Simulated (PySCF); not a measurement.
Consider `C=C[C@H]1C=N1` (C4H5N). Non-hydrogen atoms are numbered in `[CH2:1]=[CH:2][C@H:3]1[CH:4]=[N:5]1`.

Level of theory: M06-2X/def2-TZVP single points in PySCF, grid level 3; every species was optimised with PBE0-D3(BJ)/def2-SVP. Thermal corrections: GFN2-xTB frequencies, unscaled, ideal gas at 298.15 K and 1 bar, quasi-RRHO entropy. These were taken at the GFN2-xTB minima.

Problem. Rank these bonds by dissociation enthalpy, weakest first.
A. C2–C3
B. C3–H
C. C1–H

Solution. B (392 kJ/mol), A (443 kJ/mol), C (460 kJ/mol).

Not ranked, since the method can't order them against a listed neighbour: C4–H (394 kJ/mol), C2–H (450 kJ/mol).

Problem. For C4–H, what are ΔE (electronic) and ΔG(298 K) of the homolysis?

Solution. ΔE = 420 and ΔG = 358 kJ/mol, beside ΔH = 394 kJ/mol. The radicals are `C=C[C@H]1[C]=N1` and H•.

Note: the order of C3–H and C4–H, of C2–C3 and C2–H is undecided: the gaps lie inside the method's error (some 10 kJ/mol, one structure a species); radicals beside a multiple bond are drawn in one resonance form, and their spin spreads.
